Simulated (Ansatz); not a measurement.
One change: `O/C=C(/O)CF` becomes `N/C(O)=C\O`.

Ansatz, PBE0-D4/def2-TZVP geometries, multiplicity 1. Each molecule was computed in one conformer, which needn't be the lowest.

```tsv
property	`O/C=C(/O)CF`
LUMO energy (PBE/def2-TZVPP) / eV	-0.25
ideal-gas entropy at 298 K and 1 bar (rigid rotor, harmonic PBE0-D4/def2-TZVP) / J/(mol·K)	343
HOMO–LUMO gap (ωB97M-V/def2-TZVPP) / eV	10.52
HOMO–LUMO gap (PBE/def2-TZVPP) / eV	4.44
size of the dipole moment (B3LYP/def2-TZVPP) / D	1.55
HOMO energy (PBE/def2-TZVPP) / eV	-4.69
```

(1) What does the change do to each property? (Best estimate.)

Results:

(1) Computed: 
| property | `N/C(O)=C\O` | shift |
| --- | --- | --- |
| LUMO energy (PBE/def2-TZVPP) / eV | 0.02 | 0.27 |
| ideal-gas entropy at 298 K and 1 bar (rigid rotor, harmonic PBE0-D4/def2-TZVP) / J/(mol·K) | 311 | -32 |
| HOMO–LUMO gap (ωB97M-V/def2-TZVPP) / eV | 10.22 | -0.30 |
| HOMO–LUMO gap (PBE/def2-TZVPP) / eV | 4.47 | 0.03 |
| size of the dipole moment (B3LYP/def2-TZVPP) / D | 1.56 | 0.01 |
| HOMO energy (PBE/def2-TZVPP) / eV | -4.45 | 0.24 |

With PBE0 the HOMO rises by 0.25 eV and the LUMO rises by 0.12 eV, so the gap narrows by about 0.13 eV. PBE moves the HOMO by 0.24 eV and ωB97M-V by 0.25 eV. The zero-point energy changes by -9.4 kJ/mol with -3 modes. Dipoles are sizes alone; their direction can turn. Modes under 60 cm⁻¹, often nearly free rotors, make the harmonic entropy too high.

B3LYP here is the variant with VWN-RPA as its local correlation; programs differ in this.
